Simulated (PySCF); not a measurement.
Si–CH2, quintet: the ladder up to RCCSDT

Geometry: that of the Si–CH2, triplet, kept fixed.

```xyz
4

Si    0.0000    0.0000    0.6502
C     0.0000    0.0000   -1.2146
H     0.0000   -0.9068   -1.8218
H     0.0000    0.9068   -1.8218
```

Basis cc-pVDZ; PySCF 2.14.0. Only valence electrons are correlated (noble-gas cores frozen), which leaves 10 electrons in 36 orbitals. Prefix R: restricted or restricted open-shell reference; prefix U: unrestricted.

Full CI isn't at hand for all of this; RCCSDT serves as the reference. It lacks quadruple excitations, which often exceed the step from CCSD(T) to CCSDT. The frozen core follows each run's orbitals, which can shift R against U totals by a few meV.

The UHF ⟨S²⟩ is 6.013. The T1 diagnostic (ROHF- or RHF-based CCSD) is 0.0237, the largest doubles amplitude (ROHF- or RHF-based CCSD) is 0.042 and the T1 diagnostic (UCCSD) is 0.0190.

```json
{"level": "RHF", "E − E(RCCSDT) (meV)": "5271", "share of correlation (%)": "0.00", "wall time": "–"}
{"level": "UHF", "E − E(RCCSDT) (meV)": "5134", "share of correlation (%)": "2.59", "wall time": "–"}
{"level": "RMP2", "E − E(RCCSDT) (meV)": "948", "share of correlation (%)": "82.02", "wall time": "–"}
{"level": "UMP2", "E − E(RCCSDT) (meV)": "957", "share of correlation (%)": "81.85", "wall time": "–"}
{"level": "RCCSD", "E − E(RCCSDT) (meV)": "156", "share of correlation (%)": "97.05", "wall time": "–"}
{"level": "UCCSD", "E − E(RCCSDT) (meV)": "152", "share of correlation (%)": "97.12", "wall time": "–"}
{"level": "RCCSD(T)", "E − E(RCCSDT) (meV)": "23", "share of correlation (%)": "99.56", "wall time": "3.1 s"}
{"level": "UCCSD(T)", "E − E(RCCSDT) (meV)": "23", "share of correlation (%)": "99.57", "wall time": "2.8 s"}
{"level": "UCCSDT", "E − E(RCCSDT) (meV)": "-1", "share of correlation (%)": "100.02", "wall time": "6.3 min"}
```

The correlation energy at RCCSDT, counted from RHF, is -5.271 eV. That run took 6.4 min on 1 thread of Arm Neoverse N1, shared host.

Times are those of the correlated step on a shared host, with one SCF added for the restricted CCSD run; they ran on 1 thread of Arm Neoverse N1.
